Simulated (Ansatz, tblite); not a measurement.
Removing and adding an electron: C3H5. Charge 0, multiplicity 2. Geometry: PBE0-D4/def2-TZVP. Ansatz, gas phase; energy differences of separate SCF runs; the oxidised species is a singlet (the triplet lies 2.46 eV higher at PBE0-D4/def2-TZVP); the reduced species is a singlet (the triplet lies 1.72 eV higher at PBE0-D4/def2-TZVPD).

Cartesian coordinates in Å:
```
C 0.411 0.237 -0.012
C -0.570 0.701 0.838
C 0.286 -0.864 -0.830
H -0.413 1.573 1.459
H -0.630 -1.444 -0.846
H 1.353 0.780 -0.038
H 1.092 -1.181 -1.478
H -1.529 0.199 0.907
```

The xTB rows come from tblite. Correlated methods freeze 3 core orbitals. The structure comes from a short search, and lower isomers may exist.

```json
{"level": "GFN1-xTB", "−HOMO (eV)": "–", "vertical IE (eV)": "13.69", "−LUMO (eV)": "–", "vertical EA (eV)": "5.98", "HOMO–LUMO gap (eV)": "–", "IE − EA (eV)": "7.70", "remarks": "–"}
{"level": "GFN2-xTB", "−HOMO (eV)": "–", "vertical IE (eV)": "12.89", "−LUMO (eV)": "–", "vertical EA (eV)": "4.89", "HOMO–LUMO gap (eV)": "–", "IE − EA (eV)": "8.00", "remarks": "–"}
{"level": "HF/def2-TZVPD", "−HOMO (eV)": "–", "vertical IE (eV)": "–", "−LUMO (eV)": "–", "vertical EA (eV)": "-1.36", "HOMO–LUMO gap (eV)": "–", "IE − EA (eV)": "–", "remarks": "spin-contaminated (⟨S²⟩ 0.95) (doublet)"}
{"level": "PBE-D4/def2-TZVP", "−HOMO (eV)": "4.69", "vertical IE (eV)": "8.12", "−LUMO (eV)": "3.17", "vertical EA (eV)": "–", "HOMO–LUMO gap (eV)": "1.52", "IE − EA (eV)": "–", "remarks": "restricted SCF unstable in HF (+1 singlet)"}
{"level": "PBE-D4/def2-TZVPD", "−HOMO (eV)": "4.72", "vertical IE (eV)": "–", "−LUMO (eV)": "3.21", "vertical EA (eV)": "0.35", "HOMO–LUMO gap (eV)": "1.50", "IE − EA (eV)": "–", "remarks": "HOMO above zero (-1 singlet)"}
{"level": "r2SCAN-D4/def2-TZVP", "−HOMO (eV)": "5.12", "vertical IE (eV)": "8.28", "−LUMO (eV)": "2.51", "vertical EA (eV)": "–", "HOMO–LUMO gap (eV)": "2.61", "IE − EA (eV)": "–", "remarks": "restricted SCF unstable in HF (+1 singlet)"}
{"level": "r2SCAN-D4/def2-TZVPD", "−HOMO (eV)": "5.13", "vertical IE (eV)": "–", "−LUMO (eV)": "2.54", "vertical EA (eV)": "0.11", "HOMO–LUMO gap (eV)": "2.59", "IE − EA (eV)": "–", "remarks": "HOMO above zero (-1 singlet)"}
{"level": "PBE0-D4/def2-TZVP", "−HOMO (eV)": "5.89", "vertical IE (eV)": "8.19", "−LUMO (eV)": "1.98", "vertical EA (eV)": "–", "HOMO–LUMO gap (eV)": "3.91", "IE − EA (eV)": "–", "remarks": "restricted SCF unstable in HF (+1 singlet)"}
{"level": "PBE0-D4/def2-TZVPD", "−HOMO (eV)": "5.91", "vertical IE (eV)": "–", "−LUMO (eV)": "2.03", "vertical EA (eV)": "0.20", "HOMO–LUMO gap (eV)": "3.88", "IE − EA (eV)": "–", "remarks": "HOMO above zero (-1 singlet)"}
{"level": "CCSD/def2-TZVPD", "−HOMO (eV)": "–", "vertical IE (eV)": "–", "−LUMO (eV)": "–", "vertical EA (eV)": "0.02", "HOMO–LUMO gap (eV)": "–", "IE − EA (eV)": "–", "remarks": "spin-contaminated (⟨S²⟩ 0.95) (doublet)"}
{"level": "CCSD/def2-TZVPP", "−HOMO (eV)": "–", "vertical IE (eV)": "8.07", "−LUMO (eV)": "–", "vertical EA (eV)": "–", "HOMO–LUMO gap (eV)": "–", "IE − EA (eV)": "–", "remarks": "restricted SCF unstable (+1 singlet), spin-contaminated (⟨S²⟩ 0.95) (doublet)"}
{"level": "CCSD(T)/def2-TZVPD", "−HOMO (eV)": "–", "vertical IE (eV)": "–", "−LUMO (eV)": "–", "vertical EA (eV)": "0.15", "HOMO–LUMO gap (eV)": "–", "IE − EA (eV)": "–", "remarks": "spin-contaminated (⟨S²⟩ 0.95) (doublet)"}
{"level": "CCSD(T)/def2-TZVPP", "−HOMO (eV)": "–", "vertical IE (eV)": "8.03", "−LUMO (eV)": "–", "vertical EA (eV)": "–", "HOMO–LUMO gap (eV)": "–", "IE − EA (eV)": "–", "remarks": "restricted SCF unstable (+1 singlet), spin-contaminated (⟨S²⟩ 0.95) (doublet)"}
```

Relaxing the oxidised species (PBE0-D4/def2-TZVP) changes its energy by -0.05 eV at PBE0-D4/def2-TZVP, so the adiabatic ionisation energy to this nearest minimum is 8.14 eV. At PBE-D4/def2-TZVP it is 8.08 eV.  Run but left out: HF/def2-TZVPP (charge +1 singlet: restricted singlet, unstable towards broken spin symmetry); MP2/def2-TZVPP, MP2/def2-TZVPD (doublet: ⟨S²⟩ 0.95, where a pure state has 0.75).   A HOMO above zero means that the electron is unbound at that level or that self-interaction error raises the level; the energy of removing that electron tells which. HOMO and LUMO are the levels of the spin that leaves or enters (xTB has no such levels and no spin-polarisation term). Other spin states of the ions may lie lower, which would lower the ionisation energy or raise the affinity. Raw xTB energy differences between charge states are shifted by several eV; the methods need an empirical correction for them. A negative affinity means that the extra electron isn't bound; its size then hangs on the basis.
